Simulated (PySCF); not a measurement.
**Aluminium: a sound run and one with changed settings**

Sound run: Al [Ne] 3s2 3p1, Al⁺ [Ne] 3s2. Calculation: PySCF 2.14, in cc-pVTZ-DK; scalar relativity by spin-free X2C-1e. In the sound run the correlated levels freeze [Ne]. The sound run starts from symmetry-adapted Hartree-Fock orbitals and uses a fine grid where one is needed.

Changed run: a valence shell is frozen. This setting is unsound on purpose.

Ionisation energy of Al:

| method | sound run (eV) | changed run (eV) |
| --- | --- | --- |
| UHF | 5.587 | 5.587 |
| MP2 | 5.809 | 5.587 |
| SCS-MP2 | 5.793 | 5.587 |
| CCSD | 5.901 | 5.587 |
| CCSD(T) | 5.932 | 5.587 |
| CCSDT | n/a | 5.587 |
| FCI | n/a | 5.587 |

Freezing a valence shell removes pair correlation that changes on ionisation.

For comparison, NIST gives 5.986 eV between the lowest levels.
